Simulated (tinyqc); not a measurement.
Extended Hueckel theory, for LiF, step by step. Computed by tinyqc, a small Python program that keeps every step (integrals from PySCF). Settings: charge = 0, K = 1.75, multiplicity = 1. Command: `OMP_NUM_THREADS=1 python tinyqc.py 22354 22355 out.jsonl` (the two numbers bound the seeds that draw the settings). One thread of a shared host (Intel(R) Xeon(R) Processor @ 2.60GHz), about 0.01 s of CPU time with the checks.

## Overlaps

Geometry (angstrom):
```
atom        x        y        z
Li    0.00000  0.00000  0.00000
F     0.00000  0.00000  1.36600
```

Parameters chosen for this run:
```
element  shell  Slater exponent  H_ii (eV)
F           2s          2.42500  -40.00000
F           2p          2.42500  -18.10000
Li          2s          0.65000   -5.40000
Li          2p          0.65000   -3.50000
```

Slater orbitals, each expanded in six Gaussians scaled to its exponent.

overlap S:
```
           1Li 2s  1Li 2px  1Li 2py   1Li 2pz    2F 2s   2F 2px   2F 2py    2F 2pz
1Li 2s    1.00000  0.00000  0.00000   0.00000  0.30109  0.00000  0.00000  -0.06342
1Li 2px   0.00000  1.00000  0.00000   0.00000  0.00000  0.16585  0.00000   0.00000
1Li 2py   0.00000  0.00000  1.00000   0.00000  0.00000  0.00000  0.16585   0.00000
1Li 2pz   0.00000  0.00000  0.00000   1.00000  0.43425  0.00000  0.00000  -0.04537
2F 2s     0.30109  0.00000  0.00000   0.43425  1.00000  0.00000  0.00000   0.00000
2F 2px    0.00000  0.16585  0.00000   0.00000  0.00000  1.00000  0.00000   0.00000
2F 2py    0.00000  0.00000  0.16585   0.00000  0.00000  0.00000  1.00000   0.00000
2F 2pz   -0.06342  0.00000  0.00000  -0.04537  0.00000  0.00000  0.00000   1.00000
```

## Wolfsberg-Helmholz matrix

diagonal H_ii (eV): 1Li 2s -5.40000, 1Li 2px -3.50000, 1Li 2py -3.50000, 1Li 2pz -3.50000, 2F 2s -40.00000, 2F 2px -18.10000, 2F 2py -18.10000, 2F 2pz -18.10000

K = 1.75000

H_ij = K' S_ij (H_ii + H_jj)/2 for i != j (the diagonal keeps H_ii), with K' = 1.75.

H (eV):
```
            1Li 2s   1Li 2px   1Li 2py    1Li 2pz      2F 2s     2F 2px     2F 2py     2F 2pz
1Li 2s    -5.40000   0.00000   0.00000    0.00000  -11.96094    0.00000    0.00000    1.30409
1Li 2px    0.00000  -3.50000   0.00000    0.00000    0.00000   -3.13449    0.00000    0.00000
1Li 2py    0.00000   0.00000  -3.50000    0.00000    0.00000    0.00000   -3.13449    0.00000
1Li 2pz    0.00000   0.00000   0.00000   -3.50000  -16.52851    0.00000    0.00000    0.85753
2F 2s    -11.96094   0.00000   0.00000  -16.52851  -40.00000    0.00000    0.00000    0.00000
2F 2px     0.00000  -3.13449   0.00000    0.00000    0.00000  -18.10000    0.00000    0.00000
2F 2py     0.00000   0.00000  -3.13449    0.00000    0.00000    0.00000  -18.10000    0.00000
2F 2pz     1.30409   0.00000   0.00000    0.85753    0.00000    0.00000    0.00000  -18.10000
```

## Orbitals

valence electrons = 8

Solve H C = S C e through S^(-1/2); fill by pairs from the bottom, a degenerate level sharing its electrons equally; each orbital has its largest coefficient positive (the first on a tie).

orbital energies (eV): -40.02004  -18.10167  -18.10120  -18.10120  -4.80467  -3.04061  -3.04061  8.98239

occupations: 2.00000  2.00000  2.00000  2.00000  0.00000  0.00000  0.00000  0.00000

coefficients:
```
              MO1       MO2       MO3      MO4       MO5       MO6       MO7       MO8
1Li 2s   -0.00264  -0.01057   0.00000  0.00000   0.85805   0.00000   0.00000   0.62913
1Li 2px   0.00000   0.00000   0.00843  0.00331   0.00000   0.97566  -0.27619   0.00000
1Li 2py   0.00000   0.00000  -0.00331  0.00843   0.00000   0.27619   0.97566   0.00000
1Li 2pz  -0.02356  -0.00050   0.00000  0.00000  -0.51548   0.00000   0.00000   1.00005
2F 2s     1.01080   0.00334   0.00000  0.00000  -0.04481   0.00000   0.00000  -0.60546
2F 2px    0.00000   0.00000   0.92961  0.36433   0.00000  -0.17041   0.04824   0.00000
2F 2py    0.00000   0.00000  -0.36433  0.92961   0.00000  -0.04824  -0.17041   0.00000
2F 2pz   -0.00118   0.99926   0.00000  0.00000   0.03970   0.00000   0.00000   0.09024
```

sum of one-electron energies = -188.64823 eV

Within a degenerate level the vectors are fixed only up to a rotation; this is one choice.

## Mulliken analysis

P = C n C^T; charge = valence electrons (F 7, Li 1) minus the sum of (P S)_ii on the atom; overlap population = 2 sum P_ij S_ij between two atoms.

charges: 1Li 1.01325, 2F -1.01325

Overlap populations:
```
pair      value
2-1   -0.029854
```
